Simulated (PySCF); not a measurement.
# C2Si (Silicon dicarbide): the cost of one run

Programs: PySCF 2.14.0, with density-fitted response routines of our own. Each step states its level of theory. These are calculated values for one molecule in the gas phase, unless marked as measured. Atoms are numbered from 0 throughout.

**1. Starting geometry**

3 atoms, charge 0, multiplicity 1; geometry from: GFN2-xTB. The atoms were then displaced at random by about 0.01 Å, so the start is not that level's minimum.

Bonds of the start (Å): C0–C1 1.32, C1–Si2 1.90, Si2–C0 1.86.

**2. Geometry optimisation at PBE0-D3(BJ)/def2-TZVP**

The job: settings as JSON, then the geometry in Å.

```
{"job": {"xc": "PBE0", "basis": "def2-TZVP", "d3": "d3bj", "grid": 2, "shake": 0.01, "kind": "geom"}, "charge": 0, "multiplicity": 1}
C     -0.369200    -1.288160    -0.626080
C      0.408630    -0.361600    -0.096750
Si     1.128490    -2.108760     0.114980
```

Launch:

```sh
> OMP_NUM_THREADS=1 python probes_run.py task.json out
```

One launch serves the whole session: the jobs run in the order shown.

**Question.** How long does this first job take on 1 thread of Intel Xeon 6975P-C, shared host, and how much memory does it need?

About 13 s, with a peak of 0.38 GiB.
